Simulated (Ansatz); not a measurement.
Complex (SMILES): Cl (HCl) with Cl (HCl), atoms 1 to 2 the first; geometry from NCB31 set, monomers rigid:
```xyz
4

Cl     1.8608    -0.0654    -0.0001
H      1.7539     1.2110     0.0003
Cl    -1.9253     0.0056    -0.0001
H     -0.6584    -0.1937     0.0025
```

Basis-set convergence of the counterpoise-corrected interaction energy at CCSD(T) with Ansatz (a quantum-chemistry and plane-wave program). Cartesian d functions, on some or all atoms, in 6-31G**, 6-31+G*; all else is spherical. Cores are frozen. No added dispersion term, no relativity. Functions are those of the species that has most. Reference: Hartree-Fock in aug-cc-pV(Q+d)Z plus the correlation part extrapolated as X^-3 from aug-cc-pV(T+d)Z and aug-cc-pV(Q+d)Z, -1.99 kcal/mol, itself unsure by roughly 0.03 kcal/mol (a third of the extrapolation step and of the last Hartree-Fock step). Deviations are taken from unrounded values. Cost is core time over that of aug-cc-pV(D+d)Z, rough, on shared machines of one kind; a dash marks a row that isn't timed (too short, read off another run, short of memory, by another algorithm or on other hardware).

```csv
basis,functions,counterpoise-corrected interaction energy (kcal/mol),minus reference (kcal/mol),cost
def2-SVP,46,-1.04,0.95,-
6-31G**,48,-0.65,1.34,-
6-31+G*,50,-0.52,1.47,-
cc-pV(D+d)Z,56,-0.80,1.19,0.4×
def2-SVPD,70,-1.29,0.69,0.6×
aug-cc-pV(D+d)Z,82,-1.34,0.65,1×
pcseg-2,96,-1.02,0.97,0.9×
def2-TZVPD,110,-1.33,0.66,1×
def2-TZVPP,112,-1.35,0.64,1×
def2-TZVPPD,136,-1.49,0.50,4×
cc-pV(Q+d)Z,188,-1.71,0.28,10×
def2-QZVPP,200,-1.72,0.27,10×
aug-cc-pV(Q+d)Z,270,-1.89,0.10,40×
```
